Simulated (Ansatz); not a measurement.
Isomers of C4H6S, relaxed with PBE0-D4/def2-TZVP in Ansatz; electronic energies, one conformer each and not always the lowest. Functionals use def2-TZVPP; CBS adds triple-zeta CCSD(T) − MP2 to the MP2 limit of def2-TZVPP and def2-QZVPP.

Order them by energy at frozen-core CCSD(T)/CBS, lowest first. (Best estimate.)
A. `CC1C=CS1`
B. `CC(C)=C=S`
C. `C=C1SC1C`
D. `C=C(C)C=S`
E. `C1=CSCC1`
F. `CCC1=CS1`
G. `C=C=C(C)S`

E (0.0 kcal/mol), D (11.5 kcal/mol), B (16.2 kcal/mol), A (17.8 kcal/mol), C (21.0 kcal/mol), G (29.0 kcal/mol), F (43.9 kcal/mol).

How do PBE0-D4, MP2/CBS(def2), PBE-D4, ωB97M-V place them (kcal/mol, against `C1=CSCC1`)? (Estimate.)

The calculation gave: 
```csv
isomer,PBE0-D4,MP2/CBS(def2),PBE-D4,ωB97M-V
`C=C=C(C)S`,29.9,31.3,26.8,28.2
`C=C1SC1C`,19.9,20.1,17.5,20.5
`CC(C)=C=S`,16.9,16.8,13.3,16.0
`C=C(C)C=S`,14.4,13.3,11.5,12.9
`CC1C=CS1`,18.3,17.4,17.2,17.9
`CCC1=CS1`,45.2,43.1,43.2,43.8
```
